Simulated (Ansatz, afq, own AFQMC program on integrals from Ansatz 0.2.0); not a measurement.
AFQMC on a folder of integrals that Ansatz 0.2.0 wrote.

```yaml
crystal:
  periodic: [false, false, false]
  atoms:
    - {symbol: Se, position_ang: [0.000000, 0.000000, 2.187600]}
    - {symbol: Mg, position_ang: [0.000000, 0.000000, -0.246500]}
    - {symbol: H, position_ang: [0.000000, 0.000000, -1.941100]}
basis:
  gaussian: {orbitals: cc-pVDZ}
magnetization: {spin_polarized: true, initial_magnetization: 1}
correlation: {method: ccsd_t, electrons: outside_noble_gas, hamiltonian_folder: ham}
```

```sh
$ ansatz run in.yaml --threads 1 --pin off --events-out ev --progress --plain --max-ram 1382MiB
```

Options of the walk:

```
--method free --trial cisd --walkers 60 --time-step 0.03 --max-blocks 80 --target-error 0.00036 --factor-cut 1e-05 --seed 8750 --times 0,0.3,0.6,1.2,1.8,2.4,3.6,4.8,6 --taylor-order 8
```

Times are imaginary, in 1/Eh. The walk had a cap of 678 s. Filled inner d shells are frozen with the cores.

afq prints:

```
orbitals 31  electrons 5 4  factors 220 of 532
reference energy -2600.02556057 Eh
CCSD correlation -0.14552572 Eh in 10 cycles, weight of the determinant in the CISD state 0.9115
repeat  energy at the last time / Eh  error
    10  -2600.173695  0.000442
    20  -2600.173705  0.000342
    30  -2600.173948  0.000284
time / (1/Eh)  energy / Eh  error  mean overlap
  0.00  -2600.170975  0.000096  1.0960
  0.30  -2600.172462  0.000115  1.0962
  0.60  -2600.173261  0.000156  1.0916
  1.20  -2600.174300  0.000221  1.0864
  1.80  -2600.174156  0.000192  1.0990
  2.40  -2600.174834  0.000273  1.0663
  3.60  -2600.174407  0.000308  1.0975
  4.80  -2600.174263  0.000293  1.1349
  6.00  -2600.173914  0.000278  1.1756
energy -2600.173914 +/- 0.000278 Eh
```

The run passed its tests (error under three times the target), which doesn't prove that it has relaxed.

Against this walk (error 7.6 meV) on the same determinant: CCSD(T) 4.7 meV higher (within the noise), CCSDT(Q) 15.7 meV lower. The error is statistical, and a free projection of finite length keeps a remainder of its start. The last points scatter (meV from the last: -7 ± 5 at 1.80, -25 ± 7 at 2.40, -13 ± 8 at 3.60, -9 ± 8 at 4.80, 0 ± 8 at 6.00); the last is the one printed as the energy, and the gaps above move with that scatter.

Cautions: remainder of the start not in the error; no relativity below Rb; no spin-orbit coupling; inner d shell frozen.

The walk took 37 s on 1 thread of AMD EPYC 9R45 96-Core Processor (Zen 5) (shared host). The log's last line is the free-projection energy.

CCSDT and higher add their correlation energy to the determinant of the CCSD(T) run, since their own runs factorise the integrals more tightly (a shift of under 2 meV). A walk keeps the symmetry of its determinant, which the program's search chose and which needn't be the lowest solution, so a lower state of the same spin and another symmetry isn't excluded.
